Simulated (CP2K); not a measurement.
**PBE0/TZV2P-MOLOPT-PBE0-GTH (core potential) run of C2F3N (cyanotrifluoromethane)**

Aim: the energy change on altering one bond length of C2F3N (cyanotrifluoromethane) at PBE0/TZV2P-MOLOPT-PBE0-GTH (core potential), from 2 runs. 

Program for the calculation: CP2K 2026.2.

1 further run of the same task is left out (set aside as unsound or not needed).

## 1. The structure to begin with

The species is C2F3N (6 atoms), meant as a singlet with charge 0. SMILES: `N#CC(F)(F)F`. The coordinates come from a PBE0-D4/def2-TZVP relaxation.

Bond lengths: N1–C2 1.146 Å, C2–C3 1.481 Å, C3–F4 1.326 Å, C3–F5 1.326 Å, C3–F6 1.326 Å. Angles: N1–C2–C3 180.0°, C2–C3–F4 110.1°, C2–C3–F5 110.1°, C2–C3–F6 110.1°, F4–C3–F5 108.8°, F4–C3–F6 108.8°, F5–C3–F6 108.8°.

## 2. A single-point energy at PBE0/TZV2P-MOLOPT-PBE0-GTH (core potential)

molecule.xyz reads:

```xyz
6

N      1.022100    -1.705100     0.893500
C      0.486200    -0.810600     0.417800
C     -0.206400     0.345600    -0.197200
F     -1.316000    -0.055800    -0.802300
F      0.581500     0.927000    -1.091500
F     -0.525200     1.234800     0.733600
```

qs.inp reads:

```
&GLOBAL
 PROJECT_NAME qs
 RUN_TYPE ENERGY
 PRINT_LEVEL MEDIUM
&END GLOBAL

&FORCE_EVAL
 METHOD QUICKSTEP
 &DFT
  BASIS_SET_FILE_NAME BASIS_MOLOPT_UZH
  BASIS_SET_FILE_NAME BASIS_ADMM_UZH
  POTENTIAL_FILE_NAME POTENTIAL_UZH
  &QS
   METHOD GPW
   EPS_DEFAULT 1.0E-10
  &END QS
  &MGRID
   CUTOFF 400
   REL_CUTOFF 50
   NGRIDS 4
  &END MGRID
  &POISSON
   PERIODIC NONE
   POISSON_SOLVER MULTIPOLE
  &END POISSON
  &SCF
   SCF_GUESS ATOMIC
   EPS_SCF 1.0E-06
   MAX_SCF 150
   ADDED_MOS 5
   &DIAGONALIZATION
    ALGORITHM STANDARD
   &END DIAGONALIZATION
   &MIXING
    METHOD DIRECT_P_MIXING
    ALPHA 0.4
   &END MIXING
  &END SCF
  &XC
   &XC_FUNCTIONAL
    &PBE
     SCALE_X 0.75
     SCALE_C 1.0
    &END PBE
   &END XC_FUNCTIONAL
   &HF
    FRACTION 0.25
    &SCREENING
     EPS_SCHWARZ 1.0E-09
    &END SCREENING
    &MEMORY
     MAX_MEMORY 1050
    &END MEMORY
   &END HF
  &END XC
  &AUXILIARY_DENSITY_MATRIX_METHOD
   ADMM_TYPE ADMMS
   EXCH_CORRECTION_FUNC PBEX
  &END AUXILIARY_DENSITY_MATRIX_METHOD
  &PRINT
   &MOMENTS
    PERIODIC F
    REFERENCE COM
    MAX_MOMENT 1
   &END MOMENTS
   &MO ON
    ENERGIES T
    OCCUPATION_NUMBERS T
    NDIGITS 6
    &EACH
     QS_SCF 0
    &END EACH
    ADD_LAST NUMERIC
   &END MO
   &HIRSHFELD OFF
   &END HIRSHFELD
  &END PRINT
 &END DFT
 &SUBSYS
  &CELL
   ABC 9.3 9.9 9
   PERIODIC NONE
  &END CELL
  &TOPOLOGY
   COORD_FILE_NAME molecule.xyz
   COORD_FILE_FORMAT XYZ
   &CENTER_COORDINATES
   &END CENTER_COORDINATES
  &END TOPOLOGY
  &KIND N
   BASIS_SET ORB TZV2P-MOLOPT-PBE0-GTH-q5
   BASIS_SET AUX_FIT admm-tzp-q5
   POTENTIAL GTH-PBE0-q5
  &END KIND
  &KIND C
   BASIS_SET ORB TZV2P-MOLOPT-PBE0-GTH-q4
   BASIS_SET AUX_FIT admm-tzp-q4
   POTENTIAL GTH-PBE0-q4
  &END KIND
  &KIND F
   BASIS_SET ORB TZV2P-MOLOPT-PBE0-GTH-q7
   BASIS_SET AUX_FIT admm-tzp-q7
   POTENTIAL GTH-PBE0-q7
  &END KIND
 &END SUBSYS
&END FORCE_EVAL
```

Run with:

```console
OMP_NUM_THREADS=1 cp2k.psmp -i qs.inp > qs.out 2>&1
```

The program printed:

```text
CP2K| version string:                                       CP2K version 2026.2
[...]
 GLOBAL| Method name                                                        CP2K
[...]
 GLOBAL| Run type                                                         ENERGY
[...]
 DFT| Spin restricted Kohn-Sham (RKS) calculation                            RKS
 DFT| Multiplicity                                                             1
[...]
 DFT| Charge                                                                   0
[...]
 FUNCTIONAL| PBE:
 QS| Method:                                                                 GPW
[...]
 QS| Density cutoff [a.u.]:                                                200.0
[...]
 QS| Relative density cutoff [a.u.]:                                        25.0
[...]
                             - Atoms:                                          6
[...]
                             - Spherical basis functions:                    174
[...]
 Number of electrons:                                                         34
[...]
     1 P_Mix/Diag. 0.40E+00    4.2     2.03201215       -89.5344224188 -8.95E+01
[...]
    18 DIIS/Diag.  0.11E-05    2.3     0.00000049       -93.8513603009 -1.25E-12
  *** SCF run converged in    18 steps ***
[...]
  Overlap energy of the core charge distribution:               0.00000948377295
  Self energy of the core charge distribution:               -248.15039458346502
  Core Hamiltonian energy:                                     69.83415634156597
  Hartree energy:                                             104.24342333136846
  Exchange-correlation energy:                                -15.19404919107162
  Hartree-Fock Exchange energy:                                -4.58450568310079
  Total energy:                                               -93.85136030093004
[...]
                     Mulliken Population Analysis
 #  Atom  Element  Kind  Atomic population                           Net charge
       1     N        1          5.100494                             -0.100494
       2     C        2          3.871507                              0.128493
       3     C        2          3.442710                              0.557290
       4     F        3          7.195113                             -0.195113
       5     F        3          7.195010                             -0.195010
       6     F        3          7.195166                             -0.195166
 # Total charge                             34.000000                  0.000000
[...]
  Dipole moment [Debye]
    X= -0.6720028E+00 Y=  0.1119038E+01 Z= -0.5973025E+00  Total=      1.4354804
 ENERGY| Total FORCE_EVAL ( QS ) energy [hartree]            -93.851360300930040
[...]
```

Wall time 45 s (1 thread of Intel Xeon Platinum 8488C (Sapphire Rapids), shared host); peak memory 0.94 GiB.

## 3. The distorted shape at the same level

job.inp reads:

```
&GLOBAL
  PROJECT_NAME job
  RUN_TYPE ENERGY
  PRINT_LEVEL MEDIUM
&END

&FORCE_EVAL
  METHOD QUICKSTEP
  &DFT
    BASIS_SET_FILE_NAME BASIS_MOLOPT_UZH
    BASIS_SET_FILE_NAME BASIS_ADMM_UZH
    POTENTIAL_FILE_NAME POTENTIAL_UZH
    &QS
      METHOD GPW
      EPS_DEFAULT 1.0E-10
    &END
    &MGRID
      CUTOFF 400
      REL_CUTOFF 50
      NGRIDS 4
    &END
    &POISSON
      PERIODIC NONE
      POISSON_SOLVER MULTIPOLE
    &END
    &SCF
      SCF_GUESS ATOMIC
      EPS_SCF 1.0E-06
      MAX_SCF 80
      ADDED_MOS 5
      &DIAGONALIZATION
        ALGORITHM STANDARD
      &END
      &MIXING
        METHOD DIRECT_P_MIXING
        ALPHA 0.4
      &END
    &END
    &XC
      &XC_FUNCTIONAL
        &PBE
          SCALE_X 0.75
          SCALE_C 1.0
        &END
      &END
      &HF
        FRACTION 0.25
        &SCREENING
          EPS_SCHWARZ 1.0E-09
        &END
        &MEMORY
          MAX_MEMORY 1050
        &END
      &END
    &END
    &AUXILIARY_DENSITY_MATRIX_METHOD
      ADMM_TYPE ADMMS
      EXCH_CORRECTION_FUNC PBEX
    &END
    &PRINT
      &MOMENTS
        PERIODIC F
        REFERENCE COM
        MAX_MOMENT 1
      &END
      &MO ON
        ENERGIES T
        OCCUPATION_NUMBERS T
        NDIGITS 6
        &EACH
          QS_SCF 0
        &END
        ADD_LAST NUMERIC
      &END
      &HIRSHFELD OFF
      &END
    &END
  &END
  &SUBSYS
    &CELL
      ABC 9.5 10.1 9.7
      PERIODIC NONE
    &END
    &COORD
      UNIT bohr
      N      0.7403682    -4.1011139     3.0404446
      C     -0.2723360    -2.4107539     2.1415019
      C     -1.5811603    -0.2258525     0.9793203
      F     -3.6780004    -0.9843886    -0.1641529
      F      1.0988757     1.7517761    -2.0626361
      F     -2.1836050     1.4544920     2.7382774
    &END
    &TOPOLOGY
      &CENTER_COORDINATES
      &END
    &END
    &KIND N
      BASIS_SET ORB TZV2P-MOLOPT-PBE0-GTH-q5
      BASIS_SET AUX_FIT admm-tzp-q5
      POTENTIAL GTH-PBE0-q5
    &END
    &KIND C
      BASIS_SET ORB TZV2P-MOLOPT-PBE0-GTH-q4
      BASIS_SET AUX_FIT admm-tzp-q4
      POTENTIAL GTH-PBE0-q4
    &END
    &KIND F
      BASIS_SET ORB TZV2P-MOLOPT-PBE0-GTH-q7
      BASIS_SET AUX_FIT admm-tzp-q7
      POTENTIAL GTH-PBE0-q7
    &END
  &END
&END
```

Run with:

```console
OMP_NUM_THREADS=1 cp2k.psmp job.inp > job.out
```

The program printed:

```text
CP2K| version string:                                       CP2K version 2026.2
[...]
 GLOBAL| Method name                                                        CP2K
[...]
 GLOBAL| Run type                                                         ENERGY
[...]
 DFT| Spin restricted Kohn-Sham (RKS) calculation                            RKS
 DFT| Multiplicity                                                             1
[...]
 DFT| Charge                                                                   0
[...]
 FUNCTIONAL| PBE:
 QS| Method:                                                                 GPW
[...]
 QS| Density cutoff [a.u.]:                                                200.0
[...]
 QS| Relative density cutoff [a.u.]:                                        25.0
[...]
                             - Atoms:                                          6
[...]
                             - Spherical basis functions:                    174
[...]
 Number of electrons:                                                         34
[...]
     1 P_Mix/Diag. 0.40E+00    3.6     1.79404656       -90.1726398493 -9.02E+01
[...]
    26 DIIS/Diag.  0.41E-06    2.0     0.00000073       -93.6834818355 -6.39E-13
  *** SCF run converged in    26 steps ***
[...]
  Overlap energy of the core charge distribution:               0.00000947955435
  Self energy of the core charge distribution:               -248.15039458346502
  Core Hamiltonian energy:                                     69.05109837668354
  Hartree energy:                                             104.90370878584470
  Exchange-correlation energy:                                -14.99289125225831
  Hartree-Fock Exchange energy:                                -4.49501264181994
  Total energy:                                               -93.68348183546068
[...]
                     Mulliken Population Analysis
 #  Atom  Element  Kind  Atomic population                           Net charge
       1     N        1          5.037352                             -0.037352
       2     C        2          3.824176                              0.175824
       3     C        2          3.537545                              0.462455
       4     F        3          7.093587                             -0.093587
       5     F        3          7.413702                             -0.413702
       6     F        3          7.093638                             -0.093638
 # Total charge                             34.000000                  0.000000
[...]
  Dipole moment [Debye]
    X= -0.2838092E+01 Y= -0.9332563E+00 Z=  0.2246089E+01  Total=      3.7377331
 ENERGY| Total FORCE_EVAL ( QS ) energy [hartree]            -93.683481835460682
[...]
```

It took 57 s on 1 thread of Intel Xeon Platinum 8488C (Sapphire Rapids), shared host; peak memory 0.97 GiB.

## 4. What came out

At PBE0/TZV2P-MOLOPT-PBE0-GTH (core potential):

| quantity | value |
| --- | --- |
| first shape: total energy | -93.85136 Eh |
| first shape: dipole moment | 1.44 D |
| first shape: HOMO energy | -11.14 eV |
| first shape: LUMO energy | -0.82 eV |
| first shape: HOMO–LUMO gap | 10.31 eV |
| distorted shape: total energy | -93.68348 Eh |
| distorted shape: dipole moment | 3.74 D |
| distorted shape: HOMO energy | -9.93 eV |
| distorted shape: LUMO energy | -6.09 eV |
| distorted shape: HOMO–LUMO gap | 3.84 eV |
| energy change with the C3–F5 bond stretched from 1.326 to 2.387 Å | 4.568 eV |

**Reading.** One bond (distorted shape) is far stretched, which a spin-restricted single reference describes badly; a broken-symmetry solution may lie lower. With the C3–F5 bond stretched from 1.326 to 2.387 Å the energy rises by 4.57 eV (105 kcal/mol). A restricted reference can't describe the breaking bond well at this length.
